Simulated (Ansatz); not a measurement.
C3H6O can be A, `C/C=C/O`, or B, `C=CCO`.

Calculated with Ansatz (gas phase, PBE0-D4/def2-TZVP geometries, no zero-point term in ΔE). CCSD(T)/CBS is the MP2 limit (def2-TZVPP, def2-QZVPP) plus CCSD(T) − MP2 in def2-TZVPP, frozen cores. DFT in def2-TZVPP. B3LYP here is the variant with VWN-RPA as its local correlation; programs differ in this. One conformer a species, not always the lowest.

(1) Which is lower in electronic energy at CCSD(T)/CBS, and by how much? (Best estimate.)

(2) Give E(B) − E(A) in kcal/mol with B3LYP, r2SCAN-D4, CCSD(T)/def2-SVP, BLYP-D4, HF/def2-TZVPP, CCSD/def2-TZVPP, MP2/def2-TZVPP. (An estimate is asked.)

(3) Does the order hold for the free energy at 298.15 K (harmonic terms from PBE0-D4)? (Estimate.)

Largest T1 diagnostic: 0.011.

Answers

(1) The calculation gave: A, by 5.2 kcal/mol.

(2) The calculation gave: B3LYP 6.5, r2SCAN-D4 7.5, CCSD(T)/def2-SVP 7.0, BLYP-D4 6.5, HF/def2-TZVPP 4.4, CCSD/def2-TZVPP 5.1, MP2/def2-TZVPP 6.0. None reverses the order clearly.

(3) Computed: Yes: G(B) − G(A) = +5.3 kcal/mol, for one conformer each.

At CCSD(T), def2-SVP lies +1.7 kcal/mol from the extrapolated value and def2-TZVPP +0.1 kcal/mol. From BLYP to BHLYP (50 % exact exchange), in def2-TZVPP and without D4, E(B) − E(A) moves by −1.0 kcal/mol.
